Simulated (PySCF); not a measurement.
# Structure from NMR data

The spectra below were simulated for a compound C₈H₁₀O.

1H NMR (300 MHz, computed): δ 7.24 (d, 1H), 7.16 (m, 1H), 6.94 (m, 1H), 6.47 (d, 1H), 3.81 (br s, 1H), 2.57 (q, 2H), 1.16 (t, 3H).

13C{1H} NMR (computed): δ 159.6 (C), 136.5 (CH), 135.2 (C), 132.6 (CH), 125.1 (CH), 116.4 (CH), 28.3 (CH2), 16.8 (CH3).

[PySCF 2.14: PBE0/pcSseg-1 with gauge-including orbitals; structure optimised with PBE0-D3(BJ)/def2-SVP; in vacuum; one computed conformer; non-relativistic; equivalent nuclei averaged]

Chemical shifts δ = σref − σ; 1H, 13C against TMS, all at this level.

**Question.** Which candidate is it?
A. C[C@@H](O)c1ccccc1
B. Cc1ccc(O)c(C)c1
C. CCc1ccccc1O
D. COc1cccc(C)c1
E. C#C[C@@H]1CCC[C@@H]2O[C@H]12
F. OCCc1ccccc1

**Answer.** C. 

1. The formula gives 4 degrees of unsaturation (1 ring in the answer).
2. 8 carbon signals for 8 carbons: no two carbons are equivalent.
3. Carbon types of the structure: 2 × C, 4 × CH, 1 × CH2, 1 × CH3, leaving 1 H on heteroatoms.
4. δC 159.6: aromatic carbon bearing oxygen; σ withdrawal by the attached heteroatom moves it downfield of the ring CH carbons.
5. δC 136.5, 132.6, 125.1, 116.4: aromatic CH.
6. δC 135.2: substituted aromatic carbon.
7. δC 28.3: sp3 CH2 on an aromatic ring; a saturated carbon with 2 carbon neighbours and no heteroatom attached.
8. δC 16.8: methyl carbon; aliphatic region, no heteroatom directly attached.

The others: OCCc1ccccc1 would give 6 carbon signals, not 8; COc1cccc(C)c1 has carbons computed at 164.7, 144.6, 134.7, 125.8, 122.7, 108.9, 53.7, 23.3, with a different DEPT pattern; Cc1ccc(O)c(C)c1 would give 5 signals for carbon-bound and other non-exchanging H, not 6; C[C@@H](O)c1ccccc1 would give 6 carbon signals, not 8; C#C[C@@H]1CCC[C@@H]2O[C@H]12 would give 10 signals for carbon-bound and other non-exchanging H, not 6.

Exchangeable OH/NH protons stand at their gas-phase positions; hydrogen bonding in a real sample shifts them, mostly to higher δ. Shifts are as computed. Against solution values, carbons near 30 ppm lie about +2 ppm off and those near 130 ppm about +5 ppm. Of 1211 compounds with measured shifts, 218 miss one by over three times the rms of a fit or turn the order of signals round; such compounds aren't used in these exercises. Multiplicities follow the n + 1 count of equivalent neighbours, as no J values were calculated; m marks all less simple cases, F and P coupling included.
